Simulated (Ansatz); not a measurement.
Species: CH$_{3}$S, SMILES `C[S]` (charge 0, multiplicity 2).

Q: Give a relaxed geometry from PBE0-D3(BJ)/def2-TZVP in Ansatz (a program for electronic structure).

A: the end point of this relaxation (outside a Z-matrix the atoms follow the SMILES, hydrogens last).
Z-matrix (Å, degrees):
```
C
H 1 1.0905
H 1 1.0906 2 110.92
H 1 1.0964 2 107.79 3 117.69
S 1 1.7817 2 111.92 4 116.61
```
